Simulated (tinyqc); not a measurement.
Inside a calculation. Method: harmonic frequencies on the LDA (VWN5)/sto-6g surface (energies and gradients from PySCF), for HF, spin multiplicity 1. One step of it, computed by the program tinyqc.

Problem. One row of the Hessian: 2Hz. Displace 2Hz by +/-0.002 bohr; H(k, :) = (g(+) - g(-)) / (2 delta).

optimised positions (bohr), order 1F, 2H:
$$\begin{pmatrix}
0.000000 & 0.000000 & -0.184422 \\
0.000000 & 0.000000 & 1.703745
\end{pmatrix}$$

gradient at +delta (hartree/bohr), order 1F, 2H:
$$\begin{pmatrix}
0.00000000 & 0.00000000 & -0.00102161 \\
0.00000000 & 0.00000000 & 0.00102342
\end{pmatrix}$$

gradient at -delta (hartree/bohr), order 1F, 2H:
$$\begin{pmatrix}
0.00000000 & 0.00000000 & 0.00102958 \\
0.00000000 & 0.00000000 & -0.00102762
\end{pmatrix}$$

Give: row of the Hessian.

Solution.

row of the Hessian (hartree/bohr^2): 1Fx 0.000000, 1Fy 0.000000, 1Fz -0.512797, 2Hx 0.000000, 2Hy 0.000000, 2Hz 0.512760
